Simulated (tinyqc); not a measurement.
Orbital energy against energy difference: ionisation energy by orbital energies and by energy differences in the 6-31g basis, for H2O, spin multiplicity 1. Computed by the program tinyqc with PySCF. The cation is unrestricted; errors are against CCSD(T) in this basis, not against experiment.

Geometry (angstrom):

| atom | x | y | z |
|---|---|---|---|
| O | 0.0000 | 0.0000 | 0.0000 |
| H | 0.0000 | 0.7130 | 0.5610 |
| H | 0.0000 | -0.7130 | 0.5610 |

CCSD(T) difference in the same basis = 12.0777 eV

IP-EOM-CCSD = 11.8478 eV

First vertical ionisation energy (eV):

| method | -e(HOMO) | E(cation) - E | error of -e(HOMO) | error of the difference |
|---|---|---|---|---|
| HF | 13.740 | 11.19290 | 1.662 | -0.885 |
| LDA | 6.394 | 12.93333 | -5.684 | 0.856 |
| PBE | 6.308 | 12.60652 | -5.770 | 0.529 |
| B3LYP | 8.061 | 12.66658 | -4.017 | 0.589 |
| PBE0 | 8.429 | 12.55140 | -3.649 | 0.474 |
| CAM-B3LYP | 9.957 | 12.66033 | -2.121 | 0.583 |
| LC-wPBE | 11.401 | 12.69674 | -0.677 | 0.619 |

What does the comparison show, and why?

Koopmans errs by +1.66 eV and Delta-HF by -0.88 eV: relaxation, 2.55 eV, lowers the value and the missing correlation difference works against it. The PBE level is off by -5.8 eV through the wrong tail of its potential, though its energy difference is off by +0.53 eV; exact exchange deepens the level, and among the orbital energies LC-wPBE comes closest; among the differences PBE0 does.
